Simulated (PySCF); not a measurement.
# A diatomic session: Si2

What are the lowest state that PBE0 finds, the bond length, vibrational wavenumber and bond energy of Si2, and how much do these hang on the method?

Method: Si def2-TZVPP, no relativity; program: PySCF 2.14.0.

**1. Input**

A driver script around PySCF takes these settings:

```yaml
atoms: Si, Si
charge: 0
basis: Si def2-TZVPP
Hamiltonian: no relativity
basis_functions: 84
electrons_treated: 28
masses_in_u: 27.9769, 27.9769
levels: PBE0, PBE, r²SCAN, B2PLYP, TPSSh, BP86, LDA, ωB97X-V, HF, MP2, SCS-MP2, CCSD, CCSD(T)
grid: 80 radial by 434 angular points
occupations: held fixed by the projection of orbital angular momentum
dissociation_limit: Si + Si, each in its ground configuration
starting_distance_in_angstrom: 2.230
values_of_2S_to_try: 0, 2, 4
```

Run with:

```
> OMP_NUM_THREADS=1 python dia.py task.json out
```

After this run come: The PBE0 curve of the state that the search chose; Other states along the same grid; PBE (GGA); r²SCAN; B2PLYP; TPSSh (hybrid meta-GGA); BP86 (GGA); LDA; ωB97X-V; UHF; Correlated methods on the Hartree–Fock reference.

Q: Predict the outcome of this session. Wanted: for each run, Re; ωe; De.

As calculated:

Lowest PBE0 solution found, without spin–orbit coupling: ³Σg⁻ (triplet), unpaired electrons π ↑↑. State 2 has its PBE0 minimum 0.14 eV higher. State 3 has its PBE0 minimum 0.20 eV higher, as a spin-mixed determinant (⟨S²⟩ = 1.01), so this is no gap between pure states. State 4 has its PBE0 minimum 0.28 eV higher, as a spin-mixed determinant (⟨S²⟩ = 1.02), so this is no gap between pure states. The other levels ran on the lowest alone.

```tsv
level	Re (Å)	ωe (cm⁻¹)	De (eV)
UHF	2.218	575	1.81
UHF-MP2	2.252	521	3.04
UHF-SCS-MP2	2.243	534	2.89
UHF-CCSD	2.247	530	2.90
UHF-CCSD(T)	2.261	511	3.07
LDA	2.269	491	4.04
PBE	2.287	483	3.53
BP86	2.289	479	3.52
r²SCAN	2.262	509	3.38
TPSSh	2.263	509	3.33
PBE0	2.255	519	3.34
ωB97X-V	2.227	556	3.25
B2PLYP	2.261	505	3.17
```

De is counted to Si + Si in their ground configurations.

Differences from CCSD(T) in the same basis:

```tsv
level	Re (mÅ)	ωe (%)
UHF	-43	+12.5
UHF-MP2	-9	+2.0
UHF-SCS-MP2	-18	+4.5
UHF-CCSD	-14	+3.7
LDA	+9	-3.9
PBE	+26	-5.4
BP86	+28	-6.3
r²SCAN	+1	-0.4
TPSSh	+2	-0.5
PBE0	-6	+1.6
ωB97X-V	-34	+8.8
B2PLYP	0	-1.1
```

**Reading.** Judged by CCSD(T) in the same basis: best bond length B2PLYP (0 mÅ), worst UHF (-43 mÅ); best wavenumber r²SCAN (-0.4 %), worst UHF (+12.5 %). Hartree–Fock makes the bond too short and too stiff against this reference, as it mostly does. PBE gives a bond that is too long and too soft, as GGAs tend to. Among the levels with a De in the table, it runs from 1.81 eV (UHF) to 4.04 eV (LDA).

Correlated steps freeze 10 core orbitals. B2PLYP dipoles, levels and charges come from its SCF part alone.
